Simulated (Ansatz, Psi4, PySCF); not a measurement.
Species: C$_{4}$H$_{5}$ (charge 0, doublet). SMILES: C=CC=[CH]
Geometry: optimised at B3LYP-D3(BJ)/def2-TZVP (Ansatz, a first-principles code).

Quantity: atomisation energy, in kcal/mol. Set-up: 6-31G* and kin with 6d, 5d where marked; non-relativistic; LANL2DZ all-electron up to Ne; open shells spin-unrestricted; spin-orbit terms left out; atomisation electronic, to ground-state atoms; 6-311+G** with 5d; no dispersion term unless named. First-principles rows: single points at B3LYP-D3(BJ) geometries (Ansatz).

```csv
level,program,atomisation energy (kcal/mol)
PBE/STO-3G,Ansatz,1067.3
PBE/3-21G,Ansatz,909.9
PBE/LANL2DZ,Ansatz,895.6
PBE/def2-SVP,Ansatz,926.1
PBE/6-311+G**,Ansatz,913.9
BLYP/6-31G*,Ansatz,888.9
BP86/6-31G* (5d),PySCF,922.7
B3LYP/3-21G,Ansatz,875.6
B3LYP/6-31G*,Ansatz,889.1
B3LYP/6-31+G*,Ansatz,882.4
B3LYP/6-31G**,Ansatz,894.2
B3LYP/def2-SVP,Ansatz,897.4
wB97X-D/6-311+G**,Psi4,885.2
B3PW91/6-31G* (5d),PySCF,896.5
B3LYP/def2-TZVPD,Ansatz,891.1
B3LYP-D3(BJ)/def2-TZVPD,Ansatz + dftd3,897.3
wB97M-V/def2-TZVPD,Ansatz,892.2
```

No value to compare with is used here. The 14 habitual levels span 875.6 (B3LYP/3-21G) to 1067.3 kcal/mol (PBE/STO-3G); B3LYP/def2-TZVPD gives 891.1.

The levels are drawn from those run, B3LYP/6-31G* more often than the rest, none by its result; runs whose electronic state is in doubt are left out.
